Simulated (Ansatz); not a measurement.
## How basis sets differ on C2H3F3 (1,1,2-trifluoroethane)

C2H3F3 has 8 atoms, charge 0, and is taken as a singlet. SMILES: `FCC(F)F`. The coordinates come from a PBE0-D4/def2-TZVP relaxation. This is one conformer, not always the lowest.

Quantity: the vertical energy of the triplet above the singlet, in eV. The values are calculated.

```json
{"level": "B97/def2-SV(P)", "kind": "global hybrid", "program": "Ansatz", "value (eV)": "9.08", "CPU time (all runs)": "28 s"}
{"level": "B97/def2-SVP", "kind": "global hybrid", "program": "Ansatz", "value (eV)": "9.05", "CPU time (all runs)": "28 s"}
{"level": "B97/def2-TZVP", "kind": "global hybrid", "program": "Ansatz", "value (eV)": "8.74", "CPU time (all runs)": "51 s"}
{"level": "B97/def2-TZVPP", "kind": "global hybrid", "program": "Ansatz", "value (eV)": "8.74", "CPU time (all runs)": "58 s"}
```

The values span 8.74 to 9.08 eV. A triplet this far above the singlet is often a Rydberg-like or dissociative state; sets without diffuse functions put Rydberg states too high. Times are those of the runs behind each value, whatever else they computed, on shared processors of several kinds: orders of magnitude only.
